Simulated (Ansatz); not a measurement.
An input meant for P4⁻ (charge -1, doublet).

```yaml
crystal:
  periodic: [false, false, false]
  atoms:
    - {symbol: P, position_ang: [-0.617011, 0.369833, -1.044999]}
    - {symbol: P, position_ang: [-0.409869, -1.054940, 0.573241]}
    - {symbol: P, position_ang: [-0.369613, 1.118107, 1.031721]}
    - {symbol: P, position_ang: [1.396484, -0.432999, -0.559962]}
basis:
  gaussian: {orbitals: def2-SVP, final_grid: {core_spheres: 1, valence_spheres: 1, degree: 3}}
total_charge: -1
magnetization: {spin_polarized: true, initial_magnetization: 1}
hamiltonian: {xc: {name: r2SCAN}}
accuracy: high
scf: {omitted_lower_state_checks: [starts]}
```

```sh
$ ansatz run in.yaml --threads 4 --pin off --events-out ev --progress --plain --max-ram 3916MiB
```

Output, abridged:

```
Functional definition: r2SCAN
1397 factors; integrals over basis functions are off by at most 3.2e-9 eV
mean field evaluation 1: about -37141.2237 eV, gradient 1.0e1 eV
mean field evaluation 2: about -37139.2561 eV, gradient 2.0e1 eV
mean field evaluation 4: about -37141.9494 eV, gradient 7.5e-1 eV
mean field evaluation 8: about -37152.6425 eV, gradient 4.0e1 eV
mean field evaluation 16: about -37269.2462 eV, gradient 1.7e1 eV
mean field evaluation 32: about -37320.7071 eV, gradient 7.0e-8 eV
mean field -37320.70707699 eV, -1371.5106881954 hartree, gradient 7.0e-8 eV, S^2 0.775062; 0 other end points of the search recorded, 0 dependent functions left out
reference -37320.70707701 eV, -1371.5106881962 hartree; 31, 30 occupied and 41, 42 virtual orbitals, 1397 factors
Total energy: -37320.70707701 eV, -1371.5106881962 hartree
Checks for a lower state left out: starts
```

In this input the integration grid is far too coarse. Self-consistency was reached. The result belongs to that input, not to the species as meant.

The highest occupied level of an anion often lies above zero with these methods, and sets without diffuse functions describe the outer electron poorly.
